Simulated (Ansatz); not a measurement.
Cartesian coordinates (Å):
SMILES: [OH]
```xyz
2

O      0.4866     0.0000     0.0000
H     -0.4865     0.0000     0.0000
```
Charge 0, spin multiplicity 2.

Method: frozen-core CCSD(T)/def2-TZVPP // PBE0-D3(BJ)/def2-TZVP run with Ansatz (an electronic-structure program).

```json
{
 "HF energy": "-75.42370 Ha",
 "MP2 correlation energy": "-0.19870 Ha"
}
```

### Question
Estimate the CCSD correlation energy, the (T) correction, the total energy and the T1 diagnostic.

### Answer

```yaml
CCSD correlation energy: -0.21275 Ha
"(T) correction": -0.00505 Ha
CCSD(T) total energy: -75.64151 Ha
T1 diagnostic: 0.008
```
